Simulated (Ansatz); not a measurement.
# BSiHF (quartet): the correlation ladder, cc-pVDZ

An exercise on one series of results from a longer session: the logs are not shown, and one member is left open.

Program: Ansatz 0.2.0, Gaussian basis. Level of theory: cc-pVDZ, core rule «outside noble gas», up to 7 orbitals frozen. These are calculated values, not measurements.

The runs, in order: UHF; CCSD(T) on ROHF; CCSD(T) on UHF; BCCD(T) on ROHF; CISD; CCSDT(Q) on ROHF; CCSDT(Q) on UHF.

25 further runs of the same task are left out: 13 that didn't finish, 12 set aside as unsound or not needed.

## The geometry

The geometry is a PBE0/def2-TZVP stationary point (not a proven minimum).

4 atoms, charge 0, spin multiplicity 4.

Atoms are counted from 1 here; the program's logs count them from 0.

Bond lengths: B1–Si2 1.844 Å, Si2–F3 1.594 Å, Si2–H4 1.480 Å. Angles: B1–Si2–F3 125.8°, B1–Si2–H4 130.2°, F3–Si2–H4 104.0°.

The first run:

Contents of in.yaml:

```yaml
crystal:
  periodic: [false, false, false]
  atoms:
    - {symbol: B, position_ang: [0.000000, -0.501036, 1.797314]}
    - {symbol: Si, position_ang: [0.000000, 0.361580, 0.166961]}
    - {symbol: F, position_ang: [0.000000, -0.345292, -1.261620]}
    - {symbol: H, position_ang: [0.000000, 1.807190, -0.149981]}
basis:
  gaussian: {orbitals: cc-pVDZ}
magnetization: {spin_polarized: true, initial_magnetization: 3}
hamiltonian: {xc: hf}
output: {orbitals: {seedname: orbitals}}
```

Command:

```sh
$ ansatz run in.yaml --threads 1 --pin off --events-out ev --progress --plain --max-ram 2393MiB
```

Among the steps run: UHF; CCSD(T) on ROHF; CCSD(T) on UHF; BCCD(T) on ROHF; CISD; CCSDT(Q) on ROHF; CCSDT(Q) on UHF.

One table of the session follows, with a row left open; its other results are not shown here.

| method | from UCCSDT(Q) (meV) |
| --- | --- |
| ROHF | +9283.1 |
| UHF | +9245.8 |
| RMP2 | +950.2 |
| UMP2 | +961.6 |
| CISD | +1025.0 |
| RCCSD | +265.5 |
| UCCSD | +264.6 |
| RCCSD(T) | +53.1 |
| UCCSD(T) | ? |
| BCCD(T) | +49.2 |
| RCCSDT | +20.9 |
| UCCSDT | +20.5 |
| RCCSDT(Q) | +2.6 |
| UCCSDT(Q) | 0 |

Estimate the missing values for UCCSD(T).

**Answer.** from UCCSDT(Q) (meV): +53.0. In the column «from UCCSDT(Q) (meV)» it lies between BCCD(T) (+49.2) and RCCSD(T) (+53.1).

With the free atoms at the same levels and basis (separate runs), the atomisation energy is 9.376 eV at UCCSDT(Q), 9.351 eV at RCCSD(T), 9.349 eV at UCCSD(T), 7.934 eV at ROHF.

To keep in mind: Restricted and unrestricted rows rest on different reference determinants; where their highest levels disagree by more than a few hundredths of an eV, they describe different states and don't form one ladder.
